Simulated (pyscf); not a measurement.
Thermochemistry of product channels of H₃C–NH• on the doublet surface, in eV, from ωB97M-D3(BJ)/def2-TZVP energies (ideal gas, 1 atm, RRHO with modes under 100 cm⁻¹ raised to 100, one conformer, R ln 2 for rigid chiral ones). Structures and frequencies: ωB97X-D3(BJ)/def2-SVP in PySCF.

| products | ΔE | ΔH(298 K) | ΔG(600 K) | ΔG(1200 K) |
|---|---|---|---|---|
| •HC=NH + hydrogen (H₂) | ___ | +1.04 | +0.31 | ___ |
| H₂C=N• + hydrogen (H₂) | +0.97 | +0.67 | -0.03 | -0.79 |
| H₂C=NH + H atom (H•) | ___ | +1.37 | +0.76 | +0.10 |

Task: Fill in the missing entries.

Result: 
- •HC=NH + hydrogen (H₂), ΔE: +1.32
- •HC=NH + hydrogen (H₂), ΔG(1200 K): -0.48
- H₂C=NH + H atom (H•), ΔE: +1.56

The channel to •HC=NH + H₂ turns favourable between 298 and 1200 K (ΔG from +0.69 eV to -0.48 eV). The channel to H₂C=N• + H₂ turns favourable between 298 and 1200 K (ΔG from +0.33 eV to -0.79 eV).

These are energies of the channels, which say nothing of barriers. H₃C–NH• lies 0.32 eV over its isomer •H₂C–NH₂, and others may lie lower still (electronic energy, ωB97M-D3(BJ)).
